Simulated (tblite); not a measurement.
Compound: C5H7F (charge +1 and doublet state).
SMILES: `C[C@]1(F)[CH+][CH]C1`

Computed values, GFN2-xTB/tblite, gas phase, harmonic and unscaled. This tight-binding method is rough: wavenumbers can miss measured ones by several per cent, in bad cases by 10 to 20. Open shells enter through the occupations alone, without spin polarisation, and single modes of such species can be off by tens of per cent.

Harmonic wavenumbers (cm⁻¹): 177.4, 218.7, 260.6, 348.6, 401.6, 437.0, 549.5, 661.1, 746.5, 772.7, 810.5, 850.3, 937.1, 948.5, 964.5, 979.7, 1025.5, 1113.6, 1146.8, 1160.7, 1214.5, 1299.3, 1354.6, 1368.4, 1410.9, 1528.6, 2906.7, 2963.7, 2993.2, 3004.8, 3023.5, 3065.0, 3145.5.

A = 5803, B = 3332, C = 3016 MHz; mass 86.053 u (most abundant isotopes); point group C1, symmetry number 1; spin multiplicity 2.

Q: What is the zero-point energy?

A: Half the sum of the wavenumbers: 21895 cm⁻¹ = 261.92 kJ/mol.

Q: Entropy at 273.15 K, 1 bar (ideal gas, RRHO, classical rotation)?

A: Translation 162.60, rotation 108.17, vibration 41.96, spin (R ln 2) 5.76: S = 318.5 J/(mol K).

Q: And Cp and H(273.15 K) − H(0)?

A: Cp = 100.89 J/(mol K), of which vibrations give 67.63 (their classical limit is 33 R = 274.4); H(273.15 K) − H(0) = 16.52 kJ/mol without the zero-point energy, 7.44 from vibrations.

Q: What must be added to the electronic energy to get the Gibbs energy at 273.15 K and 1 bar?

A: ZPE + [H(273.15 K) − H(0)] − T·S = 261.92 + 16.52 − 87.00 = 191.44 kJ/mol.

Q: Which modes carry the vibrational entropy at 273.15 K?

A: 177.4 cm⁻¹: 9.17; 218.7 cm⁻¹: 7.58; 260.6 cm⁻¹: 6.30; 348.6 cm⁻¹: 4.34; 401.6 cm⁻¹: 3.48; 437.0 cm⁻¹: 3.00 J/(mol K); the other 27 give 8.08 together.

Hindered rotation and anharmonicity are outside this model. The structure is chiral; the term R ln 2 for an equal mix with its mirror image is left out.

Time: 0.22 s of wall time. Hardware: one thread of an Arm Neoverse V2, shared host with 96 logical CPUs at a one-minute load of 88. The figure is for the frequency step alone.
